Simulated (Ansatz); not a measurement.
## Worked example: vertical ionisation energy of C2H2O (ethenone)

The species is C2H2O (5 atoms), meant as a singlet with charge 0. As SMILES, `C=C=O`. The shape is that of a PBE0-D4/def2-TZVP optimisation.

```xyz
5

C    -0.3618    0.2790   -0.2707
C     0.5353   -0.4298    0.3625
O     1.3290   -1.0570    0.9227
H    -1.2041   -0.2173   -0.7291
H    -0.2485    1.3514   -0.3268
```

Both states at this one shape; open shells run unrestricted unless said. 1 Eh = 27.2114 eV.

| level | program | singlet C2H2O (Eh) | doublet C2H2O+ (Eh) | HOMO of the first (eV) |
| --- | --- | --- | --- | --- |
| HF/STO-3G | Ansatz | -149.724310 | -149.496332 | -7.42 |
| PBE/aug-cc-pVDZ | Ansatz | -152.446330 | -152.089664 | -5.87 |
| B3LYP/6-31G* (spherical functions) | Ansatz | -152.595039 | -152.243195 | -6.51 |

Work out the vertical ionisation energy at each level.


1. HF/STO-3G: -149.496332 − (-149.724310) = 0.227978 Eh = 6.20 eV; −ε(HOMO) = 7.42 eV.
2. PBE/aug-cc-pVDZ: -152.089664 − (-152.446330) = 0.356666 Eh = 9.71 eV; −ε(HOMO) = 5.87 eV.
3. B3LYP/6-31G* (spherical functions): -152.243195 − (-152.595039) = 0.351844 Eh = 9.57 eV; −ε(HOMO) = 6.51 eV.

No measured value is set beside it here; the levels span 6.20 to 9.71 eV. In Hartree–Fock, −ε(HOMO) (Koopmans) exceeds the difference of totals by the orbital relaxation of the ion. In semi-local functionals −ε(HOMO) lies far under the ionisation energy, a result of self-interaction, while the difference of totals does much better. Hartree–Fock favours the state with fewer electron pairs, since it lacks pair correlation. Minimal sets are far from the basis-set limit. The second state is spin-contaminated at HF/STO-3G (⟨S²⟩ = 0.94).
